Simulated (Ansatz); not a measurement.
Worked example: correlation energy of B–CH$_{2}$, doublet

Geometry: a PBE0/def2-TZVP stationary point for this spin, not checked as a minimum.

```yaml
atoms:
  - { symbol: B, position_ang: [0.0000, 0.0000, 0.8265] }
  - { symbol: C, position_ang: [0.0000, 0.0000, -0.5553] }
  - { symbol: H, position_ang: [0.0000, -0.9252, -1.1237] }
  - { symbol: H, position_ang: [0.0000, 0.9252, -1.1237] }
```

Basis cc-pVTZ; Ansatz 0.2.0. Correlated methods freeze the noble-gas cores, which leaves 9 electrons in 86 orbitals. R marks a restricted (for open shells ROHF) determinant, U an unrestricted one.

Full CI isn't at hand for all of this; UCCSDT(Q) serves as the reference, and is uncertain by about the last step of the cluster series.

Unrestricted rows (U) aren't spin-pure: their determinants' ⟨S²⟩ exceeds S(S+1) by up to 0.17, so they mix in states of higher spin.

Runs differ by some tens of microhartree through their thresholds and, for an open shell, their frozen cores, so steps under 0.03 kcal/mol mean nothing.

| level | total energy (hartree) |
| --- | --- |
| UHF | -63.601955 |
| UMP2 | -63.820687 |
| UCCSD | -63.848246 |
| UCCSD(T) | -63.859672 |
| UCCSDT | -63.860825 |
| UCCSDT(Q) | -63.861509 |

Task: What is the correlation energy at UCCSDT(Q), and what share of it do UMP2 and UCCSDT recover?

Result: E(corr) = -63.861509 − (-63.601955) = -0.259554 hartree = -7.063 eV. UMP2: -0.218732 / -0.259554 = 84.27 %. UCCSDT: -0.258870 / -0.259554 = 99.74 %.

Task: By how many kcal/mol does UCCSD(T) miss UCCSDT(Q) (1 hartree = 627.509 kcal/mol), and which steps make up the rest?

Result: -63.859672 − (-63.861509) = 0.001837 hartree = 1.15 kcal/mol. Steps: UCCSDT − UCCSD(T) = -0.72, UCCSDT(Q) − UCCSDT = -0.43 kcal/mol. Differences between like states or geometries often cancel part of this.
